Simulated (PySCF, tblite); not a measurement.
# C₄H₆N radical: geometry, infrared bands and EPR parameters

Aim: predict the infrared bands and EPR parameters of C₄H₆N radical (`C#C[C@H]([CH2])N`).

Programs: tblite 0.8.0 and PySCF 2.14.0, with density-fitted response routines of our own. Each step states its level of theory. These are calculated values for one molecule in the gas phase, unless marked as measured. Atoms count from 0, in the outputs and in this text.

## 1. Starting geometry

11 atoms, charge 0, multiplicity 2; geometry from: force field or distance geometry start.

Bonds of the start (Å): C0–C1 1.22, C1–C2 1.45, C2–C3 1.48, C2–N4 1.45, C0–H5 1.05, C2–H6 1.09, C3–H7 1.09, C3–H8 1.07, N4–H9 1.02, N4–H10 1.03.

## 2. Optimising the geometry with GFN2-xTB

The job: settings as JSON, then the geometry in Å.

```
{"job": {"kind": "relax", "xc": "GFN2-xTB", "basis": "xTB"}, "charge": 0, "multiplicity": 2}
C      2.173300    -0.551000     0.374200
C      1.009500    -0.196400     0.343400
C     -0.378900     0.227900     0.330000
C     -1.268200    -0.898200    -0.040800
N     -0.561700     1.281600    -0.652300
H      3.178800    -0.859600     0.391000
H     -0.683200     0.613500     1.306700
H     -1.073900    -1.888300     0.377800
H     -2.223200    -0.725900    -0.498700
H      0.044500     2.058000    -0.402300
H     -0.211600     0.940900    -1.555000
```

Command:

```
> OMP_NUM_THREADS=1 python probes_run.py task.json out
```

The driver reads the jobs from task.json and runs them one after another.

**Question.** This job is followed by: GFN2-xTB harmonic vibrations, gas phase; UKS B3LYP, pcH-1 on C H N, non-relativistic, mean-field spin-orbit, GIAO. What will the session give for the following? strongest single infrared mode (GFN2-xTB); zero-point energy (GFN2-xTB); g(iso) (B3LYP); ⟨S²⟩; largest a(iso) (averaged by class); potential on the surface of density 0.002 e/bohr³, 1st and 99th percentile.

The runs gave:

| quantity | value |
| --- | --- |
| strongest single infrared mode (GFN2-xTB) | 967 cm⁻¹, 167 km/mol |
| zero-point energy (GFN2-xTB) | 52.8 kcal/mol |
| g(iso) (B3LYP) | 2.00253 |
| ⟨S²⟩ | 0.754 (exact 0.75) |
| largest a(iso) (averaged by class) | 13C on C1, 98.2 MHz |
| potential on the surface of density 0.002 e/bohr³, 1st and 99th percentile | -1.62 V and 1.45 V |

The optimisation took 79 steps and gained 0.134 eV; among the close pairs (by a distance rule), C1–C2 changed most, from 1.452 to 1.474 Å. All 27 modes are real, so the xTB geometry is a minimum. The strongest single mode, at 967 cm⁻¹, has its largest shares on C2, H10, H9 and N4 (the list is cut at 4 atoms). GFN2-xTB is a fitted tight-binding method: band positions and strengths are rough. Its intensities can rank the bands wrongly. C3 carries the largest spin population, 1.07 e. The isotropic g lies 0.2 ppt above the free-electron value.
